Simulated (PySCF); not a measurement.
A geometry optimisation, step by step.

C₅H₇F.
SMILES with atom numbers: `[F:1][C@@:2]12[CH2:3][CH2:4][C@@H:5]1[CH2:6]2` (hydrogens: H7, H8 on C3; H9, H10 on C4; H11 on C5; H12, H13 on C6)

Method: PBE0-D3(BJ)/def2-SVP geometry optimisation, gas phase in PySCF 2.14.0; density fitting, grid level 1; the optimiser is geomeTRIC in internal coordinates, started from a GFN2-xTB structure with every atom displaced at random (about 0.01 Å). The frame can shift and turn from step to step; on so coarse a grid that alone can change the energy by a few meV, and forces under 0.02 eV/Å are noise.

Step 0: E = -7999.6532 eV, largest atomic force 1.891 eV/Å
```
atom  x, y, z in Å  |  force x, y, z in eV/Å
F1      0.864   -2.106    0.449   -0.553   1.375  -0.439
C2      0.405   -0.861    0.043    0.422  -0.977  -0.006
C3     -1.029   -0.603   -0.436    1.664   0.427   0.232
C4     -0.910    0.784    0.260   -1.666  -0.418   0.790
C5      0.464    0.458    0.748    0.467   0.172   0.678
C6      1.349    0.198   -0.434   -1.220  -0.644   0.320
H7     -1.719   -1.274    0.034   -0.755  -0.482   0.390
H8     -1.134   -0.599   -1.513   -0.282  -0.121  -0.637
H9     -1.010    1.645   -0.384    0.046   0.599  -0.494
H10    -1.671    0.890    1.075    0.511  -0.045  -0.388
H11     0.850    0.727    1.733    0.137  -0.037  -0.021
H12     1.178    0.696   -1.365   -0.217   0.522  -0.881
H13     2.368    0.028   -0.221    1.448  -0.371   0.458
```

Step 1: E = -7999.6582 eV, largest atomic force 1.271 eV/Å
```
atom  x, y, z in Å  |  force x, y, z in eV/Å
F1      0.054   -1.961    1.054    0.671  -0.884  -0.028
C2      0.171   -0.912    0.238   -0.922   0.822   0.297
C3     -1.105   -0.384   -0.405    0.087  -0.051   0.056
C4     -0.697    1.043    0.049    0.141   0.024   0.010
C5      0.590    0.477    0.648   -0.240   0.116  -0.201
C6      1.373   -0.326   -0.376    0.376   0.203  -0.258
H7     -1.976   -0.808    0.119   -0.028   0.241  -0.067
H8     -1.209   -0.546   -1.490   -0.021  -0.057   0.059
H9     -0.598    1.805   -0.735    0.126   0.047  -0.210
H10    -1.355    1.466    0.817   -0.137  -0.090   0.116
H11     1.056    0.821    1.572    0.072  -0.083   0.072
H12     1.325    0.014   -1.423    0.125  -0.273   0.037
H13     2.367   -0.668   -0.058   -0.251  -0.015   0.116
```

Step 2: E = -7999.7710 eV, largest atomic force 0.595 eV/Å
```
atom  x, y, z in Å  |  force x, y, z in eV/Å
F1      0.189   -2.029    1.016   -0.021  -0.051  -0.299
C2      0.158   -0.918    0.254   -0.146   0.545   0.189
C3     -1.112   -0.370   -0.394   -0.083  -0.406   0.076
C4     -0.700    1.058    0.044    0.069  -0.029   0.057
C5      0.568    0.479    0.655    0.165  -0.010   0.105
C6      1.355   -0.320   -0.368    0.046   0.188  -0.221
H7     -2.007   -0.750    0.117   -0.072   0.114  -0.011
H8     -1.208   -0.540   -1.478   -0.043  -0.098   0.003
H9     -0.572    1.808   -0.756    0.062  -0.084  -0.019
H10    -1.376    1.483    0.801   -0.001  -0.054  -0.018
H11     1.048    0.813    1.578    0.017   0.006   0.011
H12     1.320   -0.018   -1.424    0.092  -0.063  -0.007
H13     2.333   -0.675   -0.034   -0.086  -0.058   0.134
```

Step 3: E = -7999.8061 eV, largest atomic force 0.267 eV/Å
```
atom  x, y, z in Å  |  force x, y, z in eV/Å
F1      0.208   -2.047    0.948   -0.014   0.029  -0.071
C2      0.151   -0.894    0.252    0.078  -0.141   0.126
C3     -1.129   -0.379   -0.381    0.186  -0.061  -0.031
C4     -0.692    1.050    0.040   -0.107   0.236   0.064
C5      0.577    0.492    0.671    0.009  -0.157  -0.069
C6      1.357   -0.295   -0.365   -0.139   0.087  -0.105
H7     -2.035   -0.724    0.135    0.032   0.018   0.070
H8     -1.233   -0.575   -1.460   -0.042  -0.026  -0.004
H9     -0.548    1.780   -0.776    0.000  -0.048   0.041
H10    -1.378    1.480    0.785    0.032   0.038  -0.052
H11     1.062    0.818    1.595   -0.088   0.061  -0.039
H12     1.344   -0.004   -1.422    0.058   0.073  -0.015
H13     2.314   -0.680   -0.011   -0.005  -0.108   0.085
```

Step 4: E = -7999.8147 eV, largest atomic force 0.163 eV/Å
```
atom  x, y, z in Å  |  force x, y, z in eV/Å
F1      0.217   -2.059    0.921   -0.008   0.029   0.010
C2      0.154   -0.895    0.246    0.004  -0.091   0.012
C3     -1.129   -0.382   -0.374    0.074   0.032  -0.128
C4     -0.694    1.056    0.037   -0.064  -0.008   0.031
C5      0.572    0.491    0.668    0.127  -0.091   0.048
C6      1.359   -0.291   -0.366   -0.118   0.069  -0.067
H7     -2.029   -0.718    0.157    0.035  -0.011   0.065
H8     -1.247   -0.587   -1.450   -0.059  -0.002  -0.001
H9     -0.547    1.778   -0.783    0.016  -0.023   0.002
H10    -1.377    1.493    0.779    0.005   0.038  -0.025
H11     1.049    0.821    1.593   -0.038   0.061   0.006
H12     1.367    0.012   -1.420    0.028   0.028   0.002
H13     2.303   -0.697    0.004    0.000  -0.030   0.044
```

Step 5: E = -7999.8190 eV, largest atomic force 0.107 eV/Å
```
atom  x, y, z in Å  |  force x, y, z in eV/Å
F1      0.221   -2.068    0.902    0.004   0.015   0.027
C2      0.155   -0.897    0.240   -0.024  -0.023  -0.074
C3     -1.129   -0.384   -0.372   -0.003   0.059  -0.079
C4     -0.692    1.055    0.033   -0.046  -0.082   0.051
C5      0.571    0.488    0.671    0.074  -0.034   0.022
C6      1.358   -0.285   -0.367    0.015   0.007   0.029
H7     -2.019   -0.718    0.179    0.013  -0.007   0.039
H8     -1.268   -0.595   -1.445   -0.036   0.000   0.015
H9     -0.537    1.769   -0.792    0.031   0.001  -0.023
H10    -1.374    1.504    0.768   -0.023   0.028  -0.017
H11     1.038    0.824    1.599   -0.012   0.028   0.008
H12     1.380    0.034   -1.417    0.002  -0.008   0.011
H13     2.293   -0.706    0.012    0.006   0.016  -0.011
```

Step 6: E = -7999.8209 eV, largest atomic force 0.093 eV/Å
```
atom  x, y, z in Å  |  force x, y, z in eV/Å
F1      0.224   -2.073    0.888    0.007  -0.006   0.030
C2      0.156   -0.900    0.233   -0.030   0.025  -0.085
C3     -1.132   -0.385   -0.371   -0.005   0.028  -0.017
C4     -0.691    1.053    0.031   -0.008  -0.054   0.024
C5      0.570    0.484    0.672    0.006   0.020   0.022
C6      1.361   -0.281   -0.366    0.030  -0.017   0.056
H7     -2.011   -0.717    0.198    0.009  -0.007   0.012
H8     -1.291   -0.597   -1.441   -0.017  -0.002   0.010
H9     -0.528    1.760   -0.798    0.022   0.002  -0.019
H10    -1.375    1.512    0.758   -0.010   0.013  -0.013
H11     1.029    0.826    1.602    0.003  -0.011   0.010
H12     1.394    0.047   -1.413   -0.011  -0.017  -0.001
H13     2.292   -0.708    0.019    0.003   0.026  -0.029
```

Step 7: E = -7999.8217 eV, largest atomic force 0.067 eV/Å
```
atom  x, y, z in Å  |  force x, y, z in eV/Å
F1      0.226   -2.077    0.880    0.003  -0.008   0.014
C2      0.156   -0.901    0.227   -0.009   0.033  -0.036
C3     -1.134   -0.385   -0.371    0.002  -0.003   0.007
C4     -0.690    1.052    0.029   -0.004  -0.005   0.017
C5      0.569    0.480    0.676   -0.027   0.035  -0.015
C6      1.362   -0.278   -0.365    0.037  -0.025   0.051
H7     -2.006   -0.717    0.210    0.002   0.001   0.000
H8     -1.306   -0.599   -1.438   -0.007  -0.004   0.000
H9     -0.517    1.753   -0.803    0.010  -0.007  -0.007
H10    -1.375    1.519    0.749   -0.005   0.008  -0.008
H11     1.023    0.823    1.608    0.007  -0.028   0.006
H12     1.398    0.055   -1.410   -0.014  -0.007  -0.004
H13     2.293   -0.705    0.019    0.005   0.011  -0.024
```

Step 8: E = -7999.8220 eV, largest atomic force 0.045 eV/Å
```
atom  x, y, z in Å  |  force x, y, z in eV/Å
F1      0.227   -2.078    0.876   -0.001  -0.003   0.005
C2      0.156   -0.902    0.224    0.002   0.015   0.006
C3     -1.135   -0.385   -0.370    0.009  -0.015   0.005
C4     -0.689    1.051    0.028    0.000   0.015   0.004
C5      0.567    0.479    0.678   -0.027   0.030  -0.021
C6      1.363   -0.276   -0.363    0.017  -0.015   0.016
H7     -2.003   -0.716    0.217    0.000   0.003  -0.001
H8     -1.314   -0.600   -1.435   -0.003  -0.001  -0.002
H9     -0.511    1.749   -0.807    0.002  -0.008  -0.001
H10    -1.377    1.525    0.742    0.002   0.002  -0.004
H11     1.019    0.818    1.612    0.004  -0.025   0.004
H12     1.398    0.059   -1.408   -0.010   0.002  -0.003
H13     2.296   -0.701    0.018    0.003   0.000  -0.008
```

Step 9: E = -7999.8221 eV, largest atomic force 0.024 eV/Å
```
atom  x, y, z in Å  |  force x, y, z in eV/Å
F1      0.228   -2.079    0.875   -0.003   0.003   0.001
C2      0.156   -0.901    0.224    0.004   0.000   0.018
C3     -1.135   -0.385   -0.369    0.005  -0.010  -0.001
C4     -0.689    1.051    0.027   -0.001   0.011   0.000
C5      0.566    0.479    0.679   -0.009   0.015  -0.017
C6      1.363   -0.275   -0.362    0.007  -0.007  -0.005
H7     -2.002   -0.716    0.219    0.000   0.002   0.000
H8     -1.316   -0.601   -1.434    0.000   0.000  -0.001
H9     -0.507    1.746   -0.809   -0.001  -0.004   0.001
H10    -1.377    1.528    0.738    0.002   0.001  -0.001
H11     1.018    0.813    1.616    0.000  -0.012   0.003
H12     1.396    0.061   -1.407   -0.004   0.004   0.000
H13     2.297   -0.699    0.016    0.001  -0.003   0.002
```

Problem. Summarise the path.

Solution. The energy falls by 3.90 kcal/mol from step 0 to step 9; nine tenths of that is first reached at step 3. It falls at every step. The largest force goes from 1.891 to 0.024 eV/Å. Among the bonds F1–C2 changes most, from 1.388 to 1.347 Å; the atoms move by 0.046 Å rms after alignment.

Problem. Follow the three bonds and two angles with the largest change from start to end.

Solution. 
| step | E above end (kcal/mol) | largest force (eV/Å) | F1–C2 (Å) | C6–H13 (Å) | C4–C5 (Å) | C2–C3–H8 (°) | H7–C3–H8 (°) |
| --- | --- | --- | --- | --- | --- | --- | --- |
| 0 | 3.90 | 1.891 | 1.388 | 1.054 | 1.494 | 113.7 | 112.1 |
| 1 | 3.78 | 1.271 | 1.334 | 1.098 | 1.528 | 116.3 | 109.7 |
| 2 | 1.18 | 0.595 | 1.348 | 1.093 | 1.522 | 115.8 | 109.4 |
| 3 | 0.37 | 0.267 | 1.349 | 1.091 | 1.523 | 115.3 | 109.1 |
| 4 | 0.17 | 0.163 | 1.348 | 1.092 | 1.523 | 115.3 | 109.1 |
| 5 | 0.07 | 0.107 | 1.347 | 1.093 | 1.524 | 115.9 | 109.2 |
| 6 | 0.03 | 0.093 | 1.346 | 1.094 | 1.525 | 116.4 | 109.2 |
| 7 | 0.01 | 0.067 | 1.346 | 1.094 | 1.526 | 116.7 | 109.3 |
| 8 | 0.00 | 0.045 | 1.347 | 1.093 | 1.526 | 116.8 | 109.2 |
| 9 | 0.00 | 0.024 | 1.347 | 1.093 | 1.526 | 116.9 | 109.2 |

The cost below is that of the whole optimisation. Time: 49 s wall; peak memory 0.51 GiB. Hardware: one thread, Arm Neoverse V2 (aarch64), shared host with 192 logical CPUs at a one-minute load of 118.
